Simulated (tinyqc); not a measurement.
Inside a calculation (part 2 of 2). Method: RHF in the sto-3g basis, for H2O, spin multiplicity 1. Computed by tinyqc, a small Python program that keeps every step (integrals from PySCF). Command: `OMP_NUM_THREADS=1 python tinyqc.py 26567 26568 out.jsonl` (the two numbers bound the seeds that draw the settings). One thread of a shared host (Intel(R) Xeon(R) Processor @ 2.60GHz), about 0.05 s of CPU time with the checks.

Geometry (angstrom):
```
atom         x          y         z
O     0.000000   0.000000  0.000000
H     0.000000   0.765000  0.679000
H     0.000000  -0.765000  0.679000
```

## Iteration 2: diagonalisation and new density

extrapolated F (hartree):
```
             1O 1s      1O 2s     1O 2px     1O 2py     1O 2pz      2H 1s      3H 1s
1O 1s   -20.187615  -5.150060   0.000000   0.000000  -0.022801  -1.021341  -1.021341
1O 2s    -5.150060  -2.422221   0.000000   0.000000  -0.110373  -0.890029  -0.890029
1O 2px    0.000000   0.000000  -0.376933   0.000000   0.000000   0.000000   0.000000
1O 2py    0.000000   0.000000   0.000000  -0.249944   0.000000  -0.334917   0.334917
1O 2pz   -0.022801  -0.110373   0.000000   0.000000  -0.264752  -0.351418  -0.351418
2H 1s    -1.021341  -0.890029   0.000000  -0.334917  -0.351418  -0.467808  -0.341039
3H 1s    -1.021341  -0.890029   0.000000   0.334917  -0.351418  -0.341039  -0.467808
```

X:
```
                1          2          3         4          5          6         7
1O 1s   -0.320135   0.000000   0.745790  0.000000   0.621975   0.000000  0.152840
1O 2s    1.102814   0.000000  -0.315734  0.000000   0.325425   0.000000  0.417322
1O 2px   0.000000   0.000000   0.000000  1.000000   0.000000   0.000000  0.000000
1O 2py   0.000000   0.865744   0.000000  0.000000   0.000000   0.710640  0.000000
1O 2pz   0.555679   0.000000   0.655139  0.000000  -0.615187   0.000000  0.213319
2H 1s   -0.695781  -0.834186  -0.160181  0.000000  -0.130845   0.368762  0.380749
3H 1s   -0.695781   0.834186  -0.160181  0.000000  -0.130845  -0.368762  0.380749
```

Diagonalise F' = X^T F X, C = X C', fill 5 alpha and 5 beta electrons from the bottom; D = 2 C_occ C_occ^T. Each column has its largest component positive (the first on a tie).

F' = X^T F X (hartree):
```
           1         2          3          4          5          6          7
1  -0.005241  0.000000   1.826782   0.000000   1.348743   0.000000   0.229458
2   0.000000  0.603732   0.000000   0.000000   0.000000   0.107453   0.000000
3   1.826782  0.000000  -8.720755   0.000000  -8.911878   0.000000  -3.651650
4   0.000000  0.000000   0.000000  -0.376933   0.000000   0.000000   0.000000
5   1.348743  0.000000  -8.911878   0.000000  -9.846288   0.000000  -4.087838
6   0.000000  0.107453   0.000000   0.000000   0.000000  -0.511770   0.000000
7   0.229458  0.000000  -3.651650   0.000000  -4.087838   0.000000  -2.735705
```

orbital energies (hartree): MO1 -20.196170, MO2 -1.222927, MO3 -0.522027, MO4 -0.418196, MO5 -0.376933, MO6 0.529304, MO7 0.613988

coefficients C:
```
              MO1        MO2        MO3        MO4       MO5        MO6        MO7
1O 1s    0.994270  -0.239886   0.000000   0.100902  0.000000  -0.112263   0.000000
1O 2s    0.025306   0.883769   0.000000  -0.531169  0.000000   0.729464   0.000000
1O 2px   0.000000   0.000000   0.000000   0.000000  1.000000   0.000000   0.000000
1O 2py   0.000000   0.000000   0.625163   0.000000  0.000000   0.000000   0.929350
1O 2pz   0.003690   0.110010   0.000000   0.719781  0.000000   0.794824   0.000000
2H 1s   -0.005220   0.130181   0.446356   0.335208  0.000000  -0.736560  -0.795372
3H 1s   -0.005220   0.130181  -0.446356   0.335208  0.000000  -0.736560   0.795372
```

D after iteration 2:
```
            1O 1s      1O 2s    1O 2px     1O 2py     1O 2pz      2H 1s      3H 1s
1O 1s    2.112599  -0.480879  0.000000   0.000000   0.099814  -0.005190  -0.005190
1O 2s   -0.480879   2.127656  0.000000   0.000000  -0.570018  -0.126269  -0.126269
1O 2px   0.000000   0.000000  2.000000   0.000000   0.000000   0.000000   0.000000
1O 2py   0.000000   0.000000  0.000000   0.781658   0.000000   0.558091  -0.558091
1O 2pz   0.099814  -0.570018  0.000000   0.000000   1.060402   0.511158   0.511158
2H 1s   -0.005190  -0.126269  0.000000   0.558091   0.511158   0.657146  -0.139789
3H 1s   -0.005190  -0.126269  0.000000  -0.558091   0.511158  -0.139789   0.657146
```

## Iteration 8 (converged): orbitals

converged F (hartree):
```
             1O 1s      1O 2s     1O 2px     1O 2py     1O 2pz      2H 1s      3H 1s
1O 1s   -20.251105  -5.164466   0.000000   0.000000  -0.027779  -1.024374  -1.024374
1O 2s    -5.164466  -2.432806   0.000000   0.000000  -0.107344  -0.918837  -0.918837
1O 2px    0.000000   0.000000  -0.393290   0.000000   0.000000   0.000000   0.000000
1O 2py    0.000000   0.000000   0.000000  -0.272491   0.000000  -0.363226   0.363226
1O 2pz   -0.027779  -0.107344   0.000000   0.000000  -0.318617  -0.372694  -0.372694
2H 1s    -1.024374  -0.918837   0.000000  -0.363226  -0.372694  -0.503897  -0.353226
3H 1s    -1.024374  -0.918837   0.000000   0.363226  -0.372694  -0.353226  -0.503897
```

As before.

F' = X^T F X (hartree):
```
          1         2          3          4          5          6          7
1  0.046282  0.000000   1.826131   0.000000   1.363233   0.000000   0.238950
2  0.000000  0.635345   0.000000   0.000000   0.000000   0.123775   0.000000
3  1.826131  0.000000  -8.777501   0.000000  -8.918458   0.000000  -3.663542
4  0.000000  0.000000   0.000000  -0.393290   0.000000   0.000000   0.000000
5  1.363233  0.000000  -8.918458   0.000000  -9.898200   0.000000  -4.082801
6  0.000000  0.123775   0.000000   0.000000   0.000000  -0.559331   0.000000
7  0.238950  0.000000  -3.663542   0.000000  -4.082801   0.000000  -2.783031
```

orbital energies (hartree): MO1 -20.259627, MO2 -1.245418, MO3 -0.572020, MO4 -0.462800, MO5 -0.393290, MO6 0.555395, MO7 0.648034

coefficients C:
```
              MO1        MO2        MO3        MO4       MO5        MO6        MO7
1O 1s    0.994298  -0.235062   0.000000   0.103427  0.000000  -0.119676   0.000000
1O 2s    0.025193   0.856342   0.000000  -0.532135  0.000000   0.760804   0.000000
1O 2px   0.000000   0.000000   0.000000   0.000000  1.000000   0.000000   0.000000
1O 2py   0.000000   0.000000   0.618644   0.000000  0.000000   0.000000   0.933702
1O 2pz   0.003927   0.114128   0.000000   0.739381  0.000000   0.776030   0.000000
2H 1s   -0.005215   0.152165   0.451911   0.310428  0.000000  -0.743177  -0.792229
3H 1s   -0.005215   0.152165  -0.451911   0.310428  0.000000  -0.743177   0.792229
```

D after iteration 8:
```
            1O 1s      1O 2s    1O 2px     1O 2py     1O 2pz      2H 1s      3H 1s
1O 1s    2.109160  -0.462563  0.000000   0.000000   0.107098  -0.017694  -0.017694
1O 2s   -0.462563   2.034247  0.000000   0.000000  -0.591239  -0.070033  -0.070033
1O 2px   0.000000   0.000000  2.000000   0.000000   0.000000   0.000000   0.000000
1O 2py   0.000000   0.000000  0.000000   0.765442   0.000000   0.559144  -0.559144
1O 2pz   0.107098  -0.591239  0.000000   0.000000   1.119450   0.493741   0.493741
2H 1s   -0.017694  -0.070033  0.000000   0.559144   0.493741   0.647541  -0.169353
3H 1s   -0.017694  -0.070033  0.000000  -0.559144   0.493741  -0.169353   0.647541
```

## Convergence

Stop when the energy changes by less than 1e-08 hartree and every element of the error matrix X^T (F D S - S D F) X is below 3e-05.

Course of the cycle:
```
iteration   E (hartree)     change  largest element of the error matrix
1          -73.24909877          -                             9.07e-01
2          -74.90248166  -1.65e+00                             2.69e-01
3          -74.96143265  -5.90e-02                             4.34e-02
4          -74.96325472  -1.82e-03                             7.83e-03
5          -74.96333189  -7.72e-05                             1.93e-03
6          -74.96334074  -8.85e-06                             2.15e-04
7          -74.96334081  -6.68e-08                             1.92e-07
8          -74.96334081  -2.84e-14                             3.46e-09
```

PySCF RHF in the same basis = -74.96334081 hartree

Converged in 8 iterations.

## Populations, bond orders and dipole

overlap S:
```
           1O 1s     1O 2s    1O 2px     1O 2py    1O 2pz     2H 1s      3H 1s
1O 1s   1.000000  0.236704  0.000000   0.000000  0.000000  0.046163   0.046163
1O 2s   0.236704  1.000000  0.000000   0.000000  0.000000  0.432732   0.432732
1O 2px  0.000000  0.000000  1.000000   0.000000  0.000000  0.000000   0.000000
1O 2py  0.000000  0.000000  0.000000   1.000000  0.000000  0.276572  -0.276572
1O 2pz  0.000000  0.000000  0.000000   0.000000  1.000000  0.245481   0.245481
2H 1s   0.046163  0.432732  0.000000   0.276572  0.245481  1.000000   0.245946
3H 1s   0.046163  0.432732  0.000000  -0.276572  0.245481  0.245946   1.000000
```

Mulliken: Z minus the diagonal of D S on the atom; Loewdin: the same with S^(1/2) D S^(1/2); Mayer order: 2 sum_s sum (D(s) S)_ij (D(s) S)_ji over the two atoms.

Charges (e):
```
atom   Mulliken    Loewdin
1O    -0.298769  -0.212135
2H     0.149385   0.106068
3H     0.149385   0.106068
```

Mayer bond orders:
```
pair     order
2-1   0.972111
3-1   0.972111
3-2   0.005573
```

dipole moment about the origin, x y z (debye): 0.000000  0.000000  1.678459
